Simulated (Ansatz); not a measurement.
Abridged output of a molecular run in Ansatz:

```
Functional definition: HF
995 factors; integrals over basis functions are off by at most 9.1e-4 eV
mean field evaluation 1: about -12598.3104 eV, gradient 2.7e1 eV
mean field evaluation 2: about -12598.3134 eV, gradient 2.7e1 eV
mean field evaluation 4: about -12600.5229 eV, gradient 2.8e0 eV
mean field evaluation 8: about -12600.5623 eV, gradient 3.0e-4 eV
mean field -12600.56232655 eV, -463.0621245328 hartree, gradient 2.8e-6 eV, S^2 0.000000; 0 other end points of the search recorded, 0 dependent functions left out
7 core orbitals not correlated: weight in the atoms' cores, before any rotation towards them, 1.000 or more for the frozen orbitals, at most 0.000 for the correlated occupied ones
reference -12600.56232655 eV, -463.0621245328 hartree; 9, 9 occupied and 158, 158 virtual orbitals, 995 factors
second order -12.54178506 eV of doubles, -0.00000000 eV of singles
cycle   1  -13.32761202 eV  change   -7.9e-1 eV  update   7.7e-2
cycle   2  -13.66728363 eV  change   -3.4e-1 eV  update   2.3e-2
cycle   3  -13.72083606 eV  change   -5.4e-2 eV  update   1.1e-2
cycle   4  -13.71643716 eV  change    4.4e-3 eV  update   3.8e-3
cycle   5  -13.71533681 eV  change    1.1e-3 eV  update   1.7e-3
cycle   6  -13.71528023 eV  change    5.7e-5 eV  update   5.5e-4
cycle   7  -13.71530531 eV  change   -2.5e-5 eV  update   1.4e-4
cycle   8  -13.71535138 eV  change   -4.6e-5 eV  update   4.2e-5
cycle   9  -13.71535147 eV  change   -9.3e-8 eV  update   1.4e-5
perturbative correction -0.56322373 eV, -0.0206980905 hartree
Total energy: -12614.84090175 eV, -463.5868524931 hartree
```

Its atoms:

Z-matrix (Å, degrees):
```
C
B 1 1.558
H 1 1.096 2 109.5
H 1 1.096 2 109.5 3 115.0
H 1 1.092 2 115.2 3 -122.5
S 2 1.782 1 119.7 3 122.5
H 2 1.195 1 121.8 3 -57.5
H 6 1.343 2 98.9 1 -180.0
```

Which basis set was used?
A. cc-pV(D+d)Z
B. def2-TZVPPD
C. def2-TZVPP
D. def2-QZVPP

C. It gives 174 functions.

Write the keys of the input that set method, charge and spin (a neutral closed shell needs none for the last two).


```yaml
correlation: {method: ccsd_t}
```
